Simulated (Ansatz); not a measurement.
Results of PBE-D3(BJ) (Ansatz, a quantum-chemistry and plane-wave program, plane waves, PAW) for 1T (CdI2-type) CdI₂.

Rigid layers of the crystal as relaxed at this level are moved apart or together:

```tsv
run	k mesh	layer repeat (Å)	energy against free layers (meV/Å²)	gap on the mesh (eV)
1	12×12×6	6.54	-12.81	2.107
2	12×12×6	6.69	-13.75	2.240
3	12×12×6	6.84	-13.97	2.315
4	12×12×6	7.04	-13.55	2.340
5	12×12×6	7.34	-12.09	2.358
6	12×12×6	7.84	-9.12	2.393
7	12×12×4	8.84	-4.70	2.437
8	12×12×4	10.84	-1.42	2.459
```

The lowest energy of these points lies at a layer repeat of 6.84 Å.

Spin–orbit coupling is not included.
